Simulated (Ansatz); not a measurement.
Results of BLYP (plane waves, PAW; Ansatz, a first-principles code) for rock-salt ZrC.

Numerical settings: plane-wave cutoff 520 eV, 24×24×24 k mesh, Fermi–Dirac smearing 0.056 eV (set by the program), scalar-relativistic PAW data made under PBE.

Computed at the level's own relaxed cell.

```xyz
2
Lattice="0.0000 2.3804 2.3804 2.3804 0.0000 2.3804 2.3804 2.3804 0.0000" Properties=species:S:1:pos:R:3 pbc="T T T"
Zr     0.0000     0.0000     0.0000
C      2.3804     2.3804     2.3804
```

Q: Give the elastic tensor (Voigt notation, GPa, ions relaxed, in the Cartesian axes of the cell as printed).

A: 
```
  411.0   104.4   104.4     0.0     0.0     0.0
  104.4   411.0   104.4     0.0     0.0     0.0
  104.4   104.4   411.0     0.0     0.0     0.0
    0.0     0.0     0.0   150.4     0.0     0.0
    0.0     0.0     0.0     0.0   150.4     0.0
    0.0     0.0     0.0     0.0     0.0   150.4
```

Measured, for comparison: elastic constant C11 470 GPa, elastic constant C12 100 GPa, elastic constant C44 160 GPa (temperature not stated, no zero-point or thermal correction; as tabulated in Wu et al. (2005), arXiv:cond-mat/0412374). Computed (rounded) less measured: elastic constant C11 -13 %, elastic constant C12 +4 %, elastic constant C44 -6 %. A static lattice is as a rule a little smaller and stiffer than an uncorrected measurement, which narrows the difference in the elastic constant C12 and would widen misses of the other sign.

The computed numbers hold no vibrational or temperature effects.
